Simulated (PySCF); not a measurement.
Species: C2H7PS.
Z-matrix (Å and degrees, PBE0-D3(BJ)/def2-SVP geometry), rows numbered from 1:
```
C 
P   1  1.8216
C   2  1.8210  1  104.87
S   2  1.9425  1  115.48  3  -128.06
H   1  1.1005  2  111.45  3   -53.82
H   1  1.0986  2  108.34  3  -175.13
H   1  1.0997  2  108.26  3    67.42
H   2  1.4273  1  101.60  3   105.60
H   3  1.0986  2  108.47  1   175.14
H   3  1.0996  2  108.19  1   -67.34
H   3  1.1006  2  111.55  1    53.86
```

The calculation used PBE0-D3(BJ)/def2-SVP geometry optimisation, gas phase (PySCF).

Masses are those of the commonest isotopes; rigid-rotor values at the optimised geometry. 

Question: What are A, B and C (GHz)?

Answer: Ia = 81.61, Ib = 147.73, Ic = 205.03 u·Å²; 505379 MHz·u·Å²/I gives 6193, 3421 and 2465 MHz, that is A = 6.1927, B = 3.4210, C = 2.4649 GHz.

Question: What kind of rotor is it?

Answer: An asymmetric top; Ray's κ = -0.487.

Question: Is it planar, by Δ = Ic − Ia − Ib?

Answer: Not planar: Δ = Ic − Ia − Ib = -24.31 u·Å². For a rigid frame Δ = −2 Σ m c², so Σ m c² = 12.15 u·Å² lies off the ab plane: 6.73 from hydrogen and 5.42 from heavier atoms. The atom farthest from that plane is 1.73 Å away.

Question: Where do the levels up to J = 5 lie, in MHz?

Answer: Above 0(0,0):
J = 1: 1(0,1) 5886, 1(1,1) 8658, 1(1,0) 9614
J = 2: 2(0,2) 17450, 2(1,2) 19473, 2(1,1) 22341, 2(2,1) 30657, 2(2,0) 30864
J = 3: 3(0,3) 34334, 3(1,3) 35579, 3(1,2) 41286, 3(2,2) 48314, 3(2,1) 49295, 3(3,1) 64682, 3(3,0) 64711
J = 4: 4(0,4) 56210, 4(1,4) 56867, 4(1,3) 66231, 4(2,3) 71694, 4(2,2) 74340, 4(3,2) 88568, 4(3,1) 88765, 4(4,1) 111019, 4(4,0) 111022
J = 5: 5(0,5) 82933, 5(1,5) 83244, 5(1,4) 96840, 5(2,4) 100664, 5(2,3) 105989, 5(3,3) 118461, 5(3,2) 119205, 5(4,2) 140908, 5(4,1) 140937, 5(5,1) 169731, 5(5,0) 169732
The levels of one J sum to (2J + 1)J(J + 1)(A + B + C)/3.

Question: Which types of transition are allowed, and where do some lines up to J = 5 fall?

Answer: The dipole components are |μa| = 4.50 D, |μb| = 0.00 D, |μc| = 0.35 D; the mirror of this Cs structure is the ac plane, so μb vanishes by symmetry (the 0.01 D computed is a residue) and there are no b-type lines. The squared components, which scale the intensities, stand as 1.00 : 0.01 (a : c). Some lines, for components of 0.1 D or more:

```json
{"type": "c", "branch": "Q", "J(Ka,Kc)": "3(1,3) ← 3(0,3)", "MHz": "1244", "lower level (cm⁻¹)": "1.145"}
{"type": "c", "branch": "Q", "J(Ka,Kc)": "1(1,1) ← 1(0,1)", "MHz": "2772", "lower level (cm⁻¹)": "0.196"}
{"type": "a", "branch": "Q", "J(Ka,Kc)": "2(1,1) ← 2(1,2)", "MHz": "2868", "lower level (cm⁻¹)": "0.650"}
{"type": "c", "branch": "Q", "J(Ka,Kc)": "5(2,4) ← 5(1,4)", "MHz": "3824", "lower level (cm⁻¹)": "3.230"}
{"type": "a", "branch": "Q", "J(Ka,Kc)": "5(2,3) ← 5(2,4)", "MHz": "5325", "lower level (cm⁻¹)": "3.358"}
{"type": "c", "branch": "Q", "J(Ka,Kc)": "4(2,3) ← 4(1,3)", "MHz": "5464", "lower level (cm⁻¹)": "2.209"}
{"type": "c", "branch": "Q", "J(Ka,Kc)": "2(2,1) ← 2(1,1)", "MHz": "8315", "lower level (cm⁻¹)": "0.745"}
{"type": "a", "branch": "Q", "J(Ka,Kc)": "5(1,4) ← 5(1,5)", "MHz": "13597", "lower level (cm⁻¹)": "2.777"}
{"type": "a", "branch": "R", "J(Ka,Kc)": "3(1,3) ← 2(1,2)", "MHz": "16105", "lower level (cm⁻¹)": "0.650"}
{"type": "a", "branch": "R", "J(Ka,Kc)": "3(0,3) ← 2(0,2)", "MHz": "16884", "lower level (cm⁻¹)": "0.582"}
{"type": "a", "branch": "R", "J(Ka,Kc)": "3(1,2) ← 2(1,1)", "MHz": "18944", "lower level (cm⁻¹)": "0.745"}
{"type": "a", "branch": "R", "J(Ka,Kc)": "4(0,4) ← 3(0,3)", "MHz": "21876", "lower level (cm⁻¹)": "1.145"}
{"type": "c", "branch": "Q", "J(Ka,Kc)": "4(4,1) ← 4(3,1)", "MHz": "22254", "lower level (cm⁻¹)": "2.961"}
{"type": "a", "branch": "R", "J(Ka,Kc)": "4(2,3) ← 3(2,2)", "MHz": "23380", "lower level (cm⁻¹)": "1.612"}
{"type": "a", "branch": "R", "J(Ka,Kc)": "4(3,2) ← 3(3,1)", "MHz": "23886", "lower level (cm⁻¹)": "2.158"}
{"type": "c", "branch": "R", "J(Ka,Kc)": "3(2,1) ← 2(1,1)", "MHz": "26954", "lower level (cm⁻¹)": "0.745"}
{"type": "a", "branch": "R", "J(Ka,Kc)": "5(3,3) ← 4(3,2)", "MHz": "29893", "lower level (cm⁻¹)": "2.954"}
{"type": "a", "branch": "R", "J(Ka,Kc)": "5(3,2) ← 4(3,1)", "MHz": "30440", "lower level (cm⁻¹)": "2.961"}
{"type": "a", "branch": "R", "J(Ka,Kc)": "5(1,4) ← 4(1,3)", "MHz": "30610", "lower level (cm⁻¹)": "2.209"}
{"type": "c", "branch": "R", "J(Ka,Kc)": "4(1,3) ← 3(0,3)", "MHz": "31896", "lower level (cm⁻¹)": "1.145"}
{"type": "c", "branch": "R", "J(Ka,Kc)": "4(2,2) ← 3(1,2)", "MHz": "33054", "lower level (cm⁻¹)": "1.377"}
{"type": "c", "branch": "R", "J(Ka,Kc)": "4(3,2) ← 3(2,2)", "MHz": "40253", "lower level (cm⁻¹)": "1.612"}
{"type": "c", "branch": "R", "J(Ka,Kc)": "5(4,2) ← 4(3,2)", "MHz": "52340", "lower level (cm⁻¹)": "2.954"}
{"type": "c", "branch": "R", "J(Ka,Kc)": "5(5,1) ← 4(4,1)", "MHz": "58713", "lower level (cm⁻¹)": "3.703"}
```

Question: Estimate the classical rotational partition function at 10 K, 50 K and 200 K.

Answer: Point group Cs, symmetry number σ = 1; q = (√π/σ)·√((kT/h)³/(ABC)), k/h = 20836.6 MHz/K: 738 at 10 K, 8250 at 50 K, 66000 at 200 K.

Stationary, but not proved a minimum. Constants of a rigid frame at the computed geometry: no zero-point averaging, no centrifugal distortion. A rigid rotor knows nothing of internal rotation, which can split or shift real lines.
